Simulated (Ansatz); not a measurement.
# BH6NO: the cost of one run

Program: Ansatz 0.2.0. Level of theory: RKS B3LYP-D4/6-31G*. These are calculated values, not measurements.

### Step 1. The structure to begin with

Bond lengths: B1–O2 1.760 Å, O2–H3 1.010 Å, B1–H4 1.190 Å, B1–H5 1.190 Å, B1–N6 1.850 Å, N6–H7 1.060 Å, N6–H8 1.060 Å, O2–H9 1.140 Å, N6–H9 1.157 Å. Angles (14 of 16 angles, heavy atoms first): O2–B1–N6 71.6°, B1–O2–H3 109.5°, B1–O2–H9 79.4°, O2–B1–H4 120.0°, O2–B1–H5 120.0°, H4–B1–N6 96.8°, H5–B1–N6 101.3°, B1–N6–H7 120.0°, B1–N6–H8 120.0°, B1–N6–H9 75.1°, O2–H9–N6 133.9°, H3–O2–H9 112.1°, H4–B1–H5 120.0°, H7–N6–H8 120.0°.

Coordinates:

```xyz
9

B     0.0000    0.0000    0.0000
O     0.0000    0.0000    1.7600
H    -0.9095   -0.2814    2.0971
H     1.0305    0.0000   -0.5950
H    -1.0305    0.0000   -0.5950
N     0.0829    1.7537    0.5833
H     0.4765    1.9752    1.5423
H    -0.2631    2.5370   -0.0414
H     0.0529    1.1189    1.5507
```

### Step 2. Pulling towards end A

Springs on the bonds that form and break draw the guess towards this end; the thresholds are loose.

Contents of input.yaml:

```yaml
crystal:
  periodic: [false, false, false]
  atoms:
    - { symbol: B, position_ang: [0.0, 0.0, 0.0] }
    - { symbol: O, position_ang: [0.0, 0.0, 1.76] }
    - { symbol: H, position_ang: [-0.9095, -0.2814, 2.0971] }
    - { symbol: H, position_ang: [1.0305, 0.0, -0.595] }
    - { symbol: H, position_ang: [-1.0305, 0.0, -0.595] }
    - { symbol: "N", position_ang: [0.0829, 1.7537, 0.5833] }
    - { symbol: H, position_ang: [0.4765, 1.9752, 1.5423] }
    - { symbol: H, position_ang: [-0.2631, 2.537, -0.0414] }
    - { symbol: H, position_ang: [0.0529, 1.1189, 1.5507] }
basis:
  gaussian: { orbitals: "6-31G*" }
hamiltonian:
  xc: b3lyp
  dispersion: d4
relax:
  f_tol: 0.15
  max_steps: 25
  restrain:
    - { distance: [0, 5], at: 2.75, k: 30.0 }
    - { distance: [8, 1], at: 2.21, k: 30.0 }
    - { distance: [0, 1], at: 1.41, k: 30.0 }
    - { distance: [8, 5], at: 1.06, k: 30.0 }
output:
  orbitals: {}
```

On the command line:

```sh
$ ansatz run input.yaml --threads 1 --pin off --max-ram 2048MiB --backend cpu --events-out ev --progress --plain --runs-dir out
```

**Question.** How long does this run take on 1 thread of Intel Xeon Platinum 8259CL at 2.50GHz (Skylake/Cascade Lake), shared host, and how much memory does it need?

About 28 s, with a peak of 0.15 GiB.
